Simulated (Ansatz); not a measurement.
The input, for Ansatz 0.2.0:

```yaml
crystal:
  periodic: [false, false, false]
  atoms:
    - {symbol: H, position_ang: [-2.042857, 0.049803, 0.000000]}
    - {symbol: H, position_ang: [-1.349857, 0.049803, 0.000000]}
    - {symbol: O, position_ang: [0.186143, 0.049803, 0.000000]}
    - {symbol: H, position_ang: [0.438002, -0.890147, 0.000000]}
basis:
  gaussian: {orbitals: 6-31G}
magnetization: {spin_polarized: true, initial_magnetization: 1}
correlation: {method: ccsdtq, electrons: outside_noble_gas}
```

```sh
$ ansatz run in.yaml --threads 1 --pin off --events-out ev --progress --plain --max-ram 2393MiB
```

The program prints:

```
267 factors; integrals over basis functions are off by at most 5.2e-8 eV
mean field evaluation 1: about -2078.9057 eV, gradient 1.6e1 eV
mean field evaluation 2: about -2078.9057 eV, gradient 1.6e1 eV
mean field evaluation 4: about -2080.7066 eV, gradient 2.3e0 eV
mean field evaluation 8: about -2080.8142 eV, gradient 1.7e-1 eV
mean field evaluation 16: about -2080.3633 eV, gradient 8.7e0 eV
mean field evaluation 32: about -2080.5173 eV, gradient 3.1e-1 eV
mean field evaluation 64: about -2080.4927 eV, gradient 1.8e-1 eV
mean field evaluation 96: about -2080.8153 eV, gradient 2.3e-4 eV
mean field -2080.81532258 eV, -76.4685526776 hartree, gradient 1.1e-6 eV, S^2 0.758602; 6 other end points of the search recorded, 0 dependent functions left out
determinant -2080.81532258 eV, -76.4685526776 hartree, with singles and doubles -2084.23089412 eV, -76.5940726166 hartree
determinant -2080.49310087 eV, -76.4567112481 hartree, with singles and doubles -2083.79187444 eV, -76.5779389408 hartree
determinant -2080.81532258 eV, -76.4685526776 hartree, with singles and doubles -2084.23105333 eV, -76.5940784675 hartree
determinant -2080.49310087 eV, -76.4567112481 hartree, with singles and doubles -2083.79211337 eV, -76.5779477213 hartree
1 core orbitals not correlated: weight in the atoms' cores, before any rotation towards them, 1.000 or more for the frozen orbitals, at most 0.000 for the correlated occupied ones
reference -2080.81532258 eV, -76.4685526776 hartree; 5, 4 occupied and 9, 10 virtual orbitals, 267 factors
second order -2.96106888 eV of doubles, -0.00000000 eV of singles
cycle   1  -3.23546949 eV  change   -2.7e-1 eV  update   4.6e-2
cycle   2  -3.40475775 eV  change   -1.7e-1 eV  update   1.8e-2
cycle   3  -3.44432991 eV  change   -4.0e-2 eV  update   1.0e-2
cycle   4  -3.44845943 eV  change   -4.1e-3 eV  update   5.0e-3
cycle   5  -3.44995676 eV  change   -1.5e-3 eV  update   2.2e-3
cycle   6  -3.45087824 eV  change   -9.2e-4 eV  update   1.0e-3
cycle   7  -3.45058014 eV  change    3.0e-4 eV  update   4.3e-4
cycle   8  -3.45060179 eV  change   -2.2e-5 eV  update   2.5e-4
cycle   9  -3.45066989 eV  change   -6.8e-5 eV  update   1.2e-4
cycle  10  -3.45061446 eV  change    5.5e-5 eV  update   6.8e-5
cycle  11  -3.45063870 eV  change   -2.4e-5 eV  update   3.7e-5
cycle  12  -3.45063608 eV  change    2.6e-6 eV  update   1.5e-5
cycle  13  -3.45063706 eV  change   -9.8e-7 eV  update   7.5e-6
cycle  14  -3.45063712 eV  change   -6.1e-8 eV  update   2.9e-6
cycle  15  -3.45063703 eV  change    9.6e-8 eV  update   1.3e-6
cycle  16  -3.45063668 eV  change    3.4e-7 eV  update   6.1e-7
Total energy: -2084.26595927 eV, -76.5953612368 hartree
```

For the same geometry and basis full CI lies 0.1 meV higher.

Ran on 1 thread of Arm Neoverse V1, shared host: 17 s wall, 0.19 GiB peak host memory.
